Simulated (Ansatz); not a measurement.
# CH₃NSi (built from SMILES N#C[SiH3]): a reaction path by the nudged elastic band

Aim: the minimum-energy path between two given structures and its highest point. Both ends were relaxed at PBE0-D4 in triple zeta.

Program: Ansatz 0.2.0, Gaussian basis. Level of theory: PBE0-D4/def2-SVP. These are calculated values, not measurements.

10 further runs of the same task are left out: 10 set aside as unsound or not needed.

## 1. Where the work starts

The first end: 6 atoms, charge 0, spin multiplicity 1.

Atoms are counted from 1 here; the program's logs count them from 0.

Bond lengths: Si1–C2 1.848 Å, Si1–H4 1.479 Å, Si1–H5 1.479 Å, Si1–H6 1.479 Å, C2–N3 1.152 Å. Angles: C2–Si1–H4 107.5°, C2–Si1–H5 107.5°, C2–Si1–H6 107.5°, H4–Si1–H5 111.4°, H4–Si1–H6 111.4°, H5–Si1–H6 111.4°, Si1–C2–N3 180.0°.

Coordinates:

```csv
atom,x (Å),y (Å),z (Å)
Si1,-0.4182,0.2058,0.3549
C2,0.9013,-0.4435,-0.7648
N3,1.7234,-0.8481,-1.4624
H4,-0.5348,1.6593,0.1082
H5,-1.6734,-0.5005,0.0189
H6,0.0018,-0.0731,1.7452
```

The second end:

```mol
CH3NSi
  3D, bonds by distance, orders not assigned

  6  5  0  0  0  0  0  0  0  0999 V2000
   -0.3288    0.1563    0.4128 Si  0  0
    1.4099   -0.6705   -1.7698 C   0  0
    0.7110   -0.3383   -0.8906 N   0  0
   -0.4972    1.6221    0.3210 H   0  0
   -1.6211   -0.5418    0.2457 H   0  0
    0.3263   -0.2281    1.6810 H   0  0
  1  3  8  0
  1  4  8  0
  1  5  8  0
  1  6  8  0
  2  3  8  0
M  END
```

## 2. The band at PBE0-D4/def2-SVP

neb/in.yaml reads:

```yaml
crystal:
  periodic: [false, false, false]
  atoms:
    - {symbol: Si, position_ang: [-0.418204, 0.205784, 0.354890]}
    - {symbol: C, position_ang: [0.901318, -0.443542, -0.764791]}
    - {symbol: N, position_ang: [1.723420, -0.848080, -1.462445]}
    - {symbol: H, position_ang: [-0.534813, 1.659296, 0.108200]}
    - {symbol: H, position_ang: [-1.673376, -0.500486, 0.018927]}
    - {symbol: H, position_ang: [0.001756, -0.073073, 1.745218]}
basis:
  gaussian: {orbitals: def2-SVP}
hamiltonian: {xc: pbe0, dispersion: d4}
neb:
  images: 5
  climbing: true
  max_iterations: 40
  initial_path: idpp
  final_atoms:
    - {symbol: Si, position_ang: [-0.328778, 0.156348, 0.412761]}
    - {symbol: C, position_ang: [1.409864, -0.670501, -1.769819]}
    - {symbol: N, position_ang: [0.710953, -0.338256, -0.890620]}
    - {symbol: H, position_ang: [-0.497189, 1.622140, 0.320995]}
    - {symbol: H, position_ang: [-1.621076, -0.541776, 0.245676]}
    - {symbol: H, position_ang: [0.326326, -0.228056, 1.681008]}
```

The run is started by

```bash
$ ansatz run in.yaml --threads 2 --pin off --events-out ev --progress --plain --max-ram 4352MiB
```

Standard output, shortened:

```text
Functional definition: PBE0
  name "PBE0"
  cite "Adamo & Barone, J. Chem. Phys. 110, 6158 (1999) doi:10.1063/1.478522"
  cite "Perdew, Burke & Ernzerhof, Phys. Rev. Lett. 77, 3865 (1996) doi:10.1103/PhysRevLett.77.3865"
  parent pbe
[...]
663 factors; integrals over basis functions are off by at most 2.2e-4 eV
[...]
mean field -10441.77716493 eV, -383.7282331205 hartree, gradient 1.4e-5 eV, S^2 0.000000; 0 other end points of the search recorded, 0 dependent functions left out
[...]
reference -10441.77718495 eV, -383.7282338561 hartree; 15, 15 occupied and 46, 46 virtual orbitals, 663 factors
[... from here to the last solve, the lines of the solves are left out (90 solves) ...]
WARN: NEB end point (image 0): max|allowed force component| = 7.224e-1 eV/Å (the criterion of neb.relax_end_points is 1.000e-2). That is over neb.f_tol: it is no minimum, so the barrier can be far off. Relax it first
WARN: NEB end point (image 6): max|allowed force component| = 6.334e-1 eV/Å (the criterion of neb.relax_end_points is 1.000e-2). That is over neb.f_tol: it is no minimum, so the barrier can be far off. Relax it first
NEB iter   1: max|band force component| = 3.594e0 eV/Å  barrier→ = 2.0256 eV  barrier← = 1.8006 eV  Δτ_max = 0.2000 Å  (156 SCF iters)
[...]
NEB iter   4: max|band force component| = 3.209e-1 eV/Å  barrier→ = 1.3030 eV  barrier← = 1.0780 eV  CI = image 3  Δτ_max = 0.0511 Å  (118 SCF iters)
[...]
NEB iter   7: max|band force component| = 1.236e-1 eV/Å  barrier→ = 1.2805 eV  barrier← = 1.0555 eV  CI = image 3  Δτ_max = 0.0488 Å  (125 SCF iters)
[...]
NEB iter  10: max|band force component| = 7.335e-2 eV/Å  barrier→ = 1.2617 eV  barrier← = 1.0367 eV  CI = image 3  Δτ_max = 0.0487 Å  (120 SCF iters)
NEB iter  11: max|band force component| = 5.001e-2 eV/Å  barrier→ = 1.2581 eV  barrier← = 1.0331 eV  CI = image 3  Δτ_max = 0.0809 Å  (113 SCF iters)
[...]
NEB iter  12: max|band force component| = 3.759e-2 eV/Å  barrier→ = 1.2564 eV  barrier← = 1.0314 eV  CI = image 3  Δτ_max = 0.0000 Å  (729 SCF iters)
Total energy: -10440.59476937 eV, -383.6847808850 hartree
Atom 0 at    -0.310473     0.073569     0.279865 Å, force     0.007665    -0.005922    -0.009865 eV/Å
Atom 1 at     0.667310     0.028151    -1.453267 Å, force     0.030494    -0.009094     0.010786 eV/Å
Atom 2 at     1.452982    -0.468535    -0.721452 Å, force    -0.008978     0.006771    -0.031244 eV/Å
Atom 3 at    -0.551310     1.530378     0.438977 Å, force    -0.007161    -0.003535     0.011229 eV/Å
Atom 4 at    -1.539946    -0.682688    -0.069632 Å, force    -0.007935     0.002203     0.013078 eV/Å
Atom 5 at     0.281539    -0.480977     1.525508 Å, force    -0.014085     0.009577     0.006016 eV/Å
Dipole moment:    -0.283756     0.063712     0.270643 e Å
```

Wall time 65 s (2 threads of Arm Neoverse V1, shared host).

The last band:

```csv
image,path (Å),energy (kcal/mol),Si1–N3 (Å),Si1–C2 (Å)
0,0.00,0.0,3.00,1.85
1,0.48,4.6,2.90,1.84
2,0.95,19.9,2.55,1.86
3,1.43,29.0,2.10,1.99
4,1.93,20.5,1.82,2.40
5,2.44,9.0,1.75,2.79
6,2.95,5.2,1.74,2.91
```

The highest image, 3:

```
Si   -0.3105    0.0736    0.2799
C     0.6673    0.0282   -1.4533
N     1.4530   -0.4685   -0.7215
H    -0.5513    1.5304    0.4390
H    -1.5399   -0.6827   -0.0696
H     0.2815   -0.4810    1.5255
```

## 3. Outcome

| quantity | value |
| --- | --- |
| PBE0-D4/def2-SVP, 12 iterations | highest 29.0 kcal/mol (image 3), last end +5.2 kcal/mol |
| from earlier runs: barrier over the separately found saddle, CCSD(T)/def2-TZVPP | 27.7 kcal/mol |

**Reading.** The highest image lies 29.0 kcal/mol above the first end, and it climbed, so it estimates the saddle. The ends are not quite minima at this level (largest force component 0.72 eV/Å), so the heights are unreliable: relaxing the first end would lower it and raise the barrier above it. The highest image is 1.3 kcal/mol above the CCSD(T) barrier in triple zeta, which comes from separate runs on the saddle.
